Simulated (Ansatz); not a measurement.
# C₂H₂F₂: vertical ionisation energy

How much energy removes an electron from C₂H₂F₂ at fixed geometry? The cation is run at each level and the neutral's energy taken from earlier runs.

Computed with Ansatz 0.2.0, Gaussian basis. Level: unrestricted cation, the program's frozen cores in correlated methods.

The runs, in order: UKS PBE-D4/def2-TZVPP; UKS r2SCAN-D4/def2-TZVPP; UKS PBE0-D4/def2-TZVPP; UKS B3LYP-D4/def2-TZVPP; UKS wB97X-V/def2-TZVPP; UKS wB97M-V/def2-TZVPP; UKS B2PLYP/def2-TZVPP; UHF-CCSD(T)/def2-TZVPP; UHF-MP2/def2-QZVPP; extrapolation to the limit; then −ε(HOMO) from the neutral's earlier runs with LDA (SPW92), PBE-D4, revPBE-D4, BLYP-D4, r2SCAN-D4, B97M-V, PBE0-D4, B3LYP-D4, r2SCANh-D4, r2SCAN0-D4, HSE06-D4, BHLYP-D4, CAM-B3LYP-D4, LC-ωPBE, ωB97X-V, ωB97M-V.

### 1 The relaxed structure

An earlier PBE0-D4 in a triple-zeta def2 set relaxation fixed the geometry.

SMILES `F/C=C\F`, 6 atoms, charge 0, spin multiplicity 1.

Atoms are counted from 1 here; the program's logs count them from 0.

Bond lengths: F1–C2 1.330 Å, C2–C3 1.320 Å, C2–H5 1.082 Å, C3–F4 1.330 Å, C3–H6 1.082 Å. Angles: F1–C2–C3 122.8°, F1–C2–H5 114.8°, C3–C2–H5 122.4°, C2–C3–F4 122.8°, C2–C3–H6 122.4°, F4–C3–H6 114.8°.

### 2 Cation, UKS PBE-D4/def2-TZVPP

Input file in.yaml:

```yaml
crystal:
  periodic: [false, false, false]
  atoms:
    - {symbol: F, position_ang: [0.176424, -0.841587, -1.505974]}
    - {symbol: C, position_ang: [0.404458, 0.027007, -0.525398]}
    - {symbol: C, position_ang: [-0.328064, 0.075480, 0.571869]}
    - {symbol: F, position_ang: [-1.355630, -0.740060, 0.788639]}
    - {symbol: H, position_ang: [1.239147, 0.694110, -0.694860]}
    - {symbol: H, position_ang: [-0.136345, 0.785051, 1.365723]}
basis:
  gaussian: {orbitals: def2-TZVPP}
total_charge: 1
magnetization: {spin_polarized: true, initial_magnetization: 1}
hamiltonian: {xc: pbe, dispersion: d4}
```

Started as:

```console
ansatz run in.yaml --threads 4 --pin off --events-out ev --progress --plain --max-ram 10444MiB
```

After this run come: Cation, UKS r2SCAN-D4/def2-TZVPP; Cation, UKS PBE0-D4/def2-TZVPP; Cation, UKS B3LYP-D4/def2-TZVPP; Cation, UKS wB97X-V/def2-TZVPP; Cation, UKS wB97M-V/def2-TZVPP; Cation, UKS B2PLYP (frozen core)/def2-TZVPP; Cation, UHF-CCSD(T)/def2-TZVPP; Cation, UHF-MP2/def2-QZVPP.

Q: Predict the results of all the runs planned. Wanted: ionisation energy, CCSD(T)/CBS; nearest functional by difference; nearest −ε(HOMO); −ε(HOMO) of PBE; T1 of the cation.

As calculated:

| quantity | value |
| --- | --- |
| ionisation energy, CCSD(T)/CBS | 10.62 eV |
| nearest functional by difference | B3LYP-D4 (-0.29 eV) |
| nearest −ε(HOMO) | LC-ωPBE (-0.26 eV) |
| −ε(HOMO) of PBE | 6.24 eV |
| T1 of the cation | 0.023 |

By cation minus neutral, the functionals miss by 0.50 eV at most. The PBE orbital energy is 4.4 eV too small: a semilocal HOMO is no ionisation energy. Among orbital estimates LC-ωPBE comes nearest. Hartree-Fock falls 1.28 eV short, as the neutral has more correlation energy than the cation.
